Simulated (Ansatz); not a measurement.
# C₃H₅NO: basis-set convergence

One table from this session's results is given with a row withheld; the runs are named, their logs left out.

Program: Ansatz 0.2.0, Gaussian basis. Level of theory: one geometry, several basis sets. These are calculated values, not measurements.

Plan: PBE0-D4/def2-SVP; ωB97M-V/def2-SVP; PBE0-D4/def2-QZVPP; ωB97M-V/def2-QZVPP; the functionals' def2-TZVPP values are taken from earlier runs.

## The geometry

The geometry comes from an earlier relaxation with PBE0-D4 in a triple-zeta def2 set; it is a stationary point, not always the lowest conformer.

SMILES `C=C1NCO1`, 10 atoms, charge 0, spin multiplicity 1.

Atoms are counted from 1 here; the program's logs count them from 0.

Bond lengths: C1–C2 1.323 Å, C1–H6 1.080 Å, C1–H7 1.080 Å, C2–N3 1.406 Å, C2–O5 1.376 Å, N3–C4 1.458 Å, N3–H8 1.009 Å, C4–O5 1.433 Å, C4–H9 1.093 Å, C4–H10 1.096 Å. Angles: C2–C1–H6 120.1°, C2–C1–H7 120.1°, H6–C1–H7 119.9°, C1–C2–N3 135.9°, C1–C2–O5 129.6°, N3–C2–O5 94.5°, C2–N3–C4 86.4°, C2–N3–H8 117.8°, C4–N3–H8 118.9°, N3–C4–O5 89.9°, N3–C4–H9 114.9°, N3–C4–H10 115.6°, O5–C4–H9 111.9°, O5–C4–H10 111.9°, H9–C4–H10 111.1°, C2–O5–C4 88.5°.

Set-up of the first run:

Contents of in.yaml:

```yaml
crystal:
  periodic: [false, false, false]
  atoms:
    - {symbol: C, position_ang: [-1.725392, -0.061816, -0.543633]}
    - {symbol: C, position_ang: [-0.498935, 0.067820, -0.064824]}
    - {symbol: N, position_ang: [0.485400, -0.799727, 0.441052]}
    - {symbol: C, position_ang: [1.362490, 0.364421, 0.472950]}
    - {symbol: O, position_ang: [0.257466, 1.202904, 0.112611]}
    - {symbol: H, position_ang: [-2.269578, 0.807962, -0.880226]}
    - {symbol: H, position_ang: [-2.189278, -1.036047, -0.586099]}
    - {symbol: H, position_ang: [0.748722, -1.594061, -0.123504]}
    - {symbol: H, position_ang: [1.759126, 0.615129, 1.459993]}
    - {symbol: H, position_ang: [2.153178, 0.382216, -0.285423]}
basis:
  gaussian: {orbitals: def2-SVP}
hamiltonian: {xc: pbe0, dispersion: d4}
output: {orbitals: {seedname: orbitals}}
```

The run is started by

```bash
> ansatz run in.yaml --threads 2 --pin off --events-out ev --progress --plain --max-ram 4352MiB
```

Among the steps run: PBE0-D4 in def2-SVP; ωB97M-V in def2-SVP; PBE0-D4 in def2-QZVPP; ωB97M-V in def2-QZVPP.

One table of the session follows, with a row left open; its other results are not shown here.

It belongs to the step «Functionals by basis». 

```
functional       basis  HOMO (eV)  LUMO (eV)
   PBE0-D4    def2-SVP      -5.95       1.52
   PBE0-D4  def2-TZVPP      -6.07       0.99
   PBE0-D4  def2-QZVPP      -6.10       0.50
   ωB97M-V    def2-SVP      -8.16       3.36
   ωB97M-V  def2-TZVPP          ?          ?
   ωB97M-V  def2-QZVPP      -8.32       1.59
```

Estimate the missing values for ωB97M-V, def2-TZVPP.

**Answer.** HOMO (eV): -8.29; LUMO (eV): 2.45. In the column «HOMO (eV)» it lies between ωB97M-V, def2-QZVPP (-8.32) and ωB97M-V, def2-SVP (-8.16).
